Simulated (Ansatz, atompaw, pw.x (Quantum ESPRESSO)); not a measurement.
# What a changed setting does to a pw.x run (diamond Ge)

Potential: PAW, atompaw 4.2.0.5, PBE; core [Ar] 3d10, reference 4s1.5 4p2.5; waves: 4s (bound): rc 1.85 bohr; 4s channel at 0.15 Ry: rc 2.70 bohr; 4p (bound): rc 2.70 bohr; 4p channel at 3.4 Ry: rc 2.50 bohr; 4d channel at 0.15 Ry: rc 2.70 bohr; local part: bessel scheme, radius 1.85 bohr; core correction: smooth core density matched at 2.35 bohr; augmentation: sinc compensation charge, radius 2.05 bohr; PAW radius 2.70 bohr; waves and projectors: custom rrkj gramschmidtortho.

The reference run (k-mesh 8³, cutoffs 40/400 Ry, Fermi–Dirac 0.01 Ry, mixing_beta 0.4, conv_thr 1e-9, no spin) gives 0.38 GPa at 23.951 Å³/atom, where all-electron LAPW gives 0.00 GPa. This run, with its own iteration cap, changes tot_charge to 3, a wrong or extreme entry chosen on purpose.

```
&control
  calculation='scf', prefix='x', pseudo_dir='./', outdir='./tmp', tstress=.true., disk_io='none'
/
&system
  ibrav=0, nat=2, ntyp=1, ecutwfc=40, ecutrho=400, nbnd=11,
  occupations='smearing', smearing='fd', degauss=0.01, tot_charge=3
/
&electrons
  conv_thr=1e-09, mixing_beta=0.4, electron_maxstep=70
/
ATOMIC_SPECIES
Ge 1.0 Ge.UPF
CELL_PARAMETERS angstrom
  0.00000000 2.88253474 2.88253474
  2.88253474 0.00000000 2.88253474
  2.88253474 2.88253474 0.00000000
ATOMIC_POSITIONS crystal
Ge 0.0000 0.0000 0.0000
Ge 0.2500 0.2500 0.2500
K_POINTS automatic
8 8 8 0 0 0
```

```bash
pw.x < Ge.scf.in > Ge.scf.out
```

**Question.** How does the run end?

**Answer.** It converges in 9 iterations; the free energy moves by -5.06 eV/atom and the pressure by -81.11 GPa. The cell is charged against a uniform background, so energy and pressure depend on the zero of the potential and are not those of the crystal.

```
Message from routine setup:
     using ibrav=0 with symmetry is DISCOURAGED, use correct ibrav instead
     lattice parameter (alat)  =       7.7035  a.u.
     unit-cell volume          =     323.2587 (a.u.)^3
     number of electrons       =         5.00
     number of Kohn-Sham states=           11
     kinetic-energy cutoff     =      40.0000  Ry
     charge density cutoff     =     400.0000  Ry
     scf convergence threshold =      1.0E-09
     Exchange-correlation= SLA PW PBX PBC
     number of k points=    29  Fermi-Dirac smearing, width (Ry)=  0.0100
     negative rho (up, down):  7.312E-04 0.000E+00
     iteration #  1     ecut=    40.00 Ry     beta= 0.40
     total energy              =    -329.04229051 Ry
     estimated scf accuracy    <       0.07197341 Ry
     iteration #  2     ecut=    40.00 Ry     beta= 0.40
     total energy              =    -329.03615070 Ry
     estimated scf accuracy    <       0.02329727 Ry
     iteration #  3     ecut=    40.00 Ry     beta= 0.40
     total energy              =    -329.03684670 Ry
     estimated scf accuracy    <       0.00002174 Ry
     [... 3 iterations left out ...]
     iteration #  7     ecut=    40.00 Ry     beta= 0.40
     total energy              =    -329.03698407 Ry
     estimated scf accuracy    <       0.00000001 Ry
     iteration #  8     ecut=    40.00 Ry     beta= 0.40
     total energy              =    -329.03698406 Ry
     estimated scf accuracy    <          4.0E-09 Ry
     iteration #  9     ecut=    40.00 Ry     beta= 0.40
     the Fermi energy is     2.5087 ev
!    total energy              =    -329.03698406 Ry
     estimated scf accuracy    <          8.1E-11 Ry
     smearing contrib. (-TS)   =      -0.00715007 Ry
     The total energy is F=E-TS. E is the sum of the following terms:
     one-electron contribution =       2.55016275 Ry
     hartree contribution      =       0.67978558 Ry
     xc contribution           =      -3.44248939 Ry
     ewald contribution        =     -15.82257851 Ry
     one-center paw contrib.   =    -312.99471442 Ry
     convergence has been achieved in   9 iterations
          total   stress  (Ry/bohr**3)                   (kbar)     P=     -807.28
     Message from routine punch:
     Nothing written, as per user request (disk_io='none')
```

The run took about 16 s on one core of a shared host (Intel(R) Xeon(R) Platinum 8259CL CPU @ 2.50GHz, 96 threads, 755 GiB, load 44).
